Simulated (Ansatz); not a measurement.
Mulliken charges of CH₇NSi (`CN[SiH3]`) from B3LYP/def2-TZVPP in Ansatz (PBE0-D4/def2-TZVP geometry).

| atom | x (Å) | y (Å) | z (Å) | charge (e) |
| --- | --- | --- | --- | --- |
| C1 | -1.074 | 0.551 | -0.687 | -0.179 |
| N2 | 0.329 | 0.241 | -0.516 | -0.323 |
| Si3 | 0.929 | -0.683 | 0.799 | 0.354 |
| H4 | -1.308 | 0.733 | -1.740 | 0.093 |
| H5 | -1.678 | -0.304 | -0.369 | 0.091 |
| H6 | -1.409 | 1.422 | -0.108 | 0.096 |
| H7 | 0.946 | 0.923 | -0.928 | 0.119 |
| H8 | 0.211 | -1.986 | 0.831 | -0.079 |
| H9 | 0.753 | -0.064 | 2.149 | -0.097 |
| H10 | 2.384 | -0.885 | 0.572 | -0.074 |

Problem. By hand: the dipole of these point charges (1 e Å = 4.8032 D).

Solution. Σ q r = (-0.148, 0.097, -0.060) e Å, of length 0.187 e Å = 0.90 D.

Problem. How does the dipole of the full density compare? (Estimate.)

Solution. Computed: (-0.075, 0.212, -0.134) e Å, 1.26 D; the point charges give 0.71 times that, at 36° from its direction.

Point charges leave out the atoms' own dipoles, such as those of lone pairs, and Mulliken's split depends on the basis, so the two needn't agree.

B3LYP here is the variant with VWN-RPA as its local correlation; programs differ in this.
